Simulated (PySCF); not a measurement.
CH3Cl, SMILES CCl. Atoms are numbered in the order given.

```xyz
5

C      0.0000     0.0000    -1.1220
Cl     0.0000     0.0000     0.6552
H      0.8928     0.5154    -1.4689
H      0.0000    -1.0309    -1.4689
H     -0.8928     0.5154    -1.4689
```
Charge 0, spin multiplicity 1.

The structure is a stationary point at ωB97X-D3(BJ)/def2-TZVP.

Computed with PBE0/pcJ-1 (PySCF).

Isotropic couplings with Fermi-contact, spin-dipole and both spin-orbit terms, one fixed conformer, no vibrational averaging. Isotopes: 13C, 1H.

Estimate the spin–spin coupling constants. (The exact figures need the calculation; the answer reports its results.)


| pair | bonds apart | J (Hz) |
|---|---|---|
| C1–H3 | 1 | 146.8 |
| C1–H4 | 1 | 146.8 |
| C1–H5 | 1 | 146.8 |
| H3–H4 | 2 | -11.7 |
| H3–H5 | 2 | -11.7 |
| H4–H5 | 2 | -11.7 |
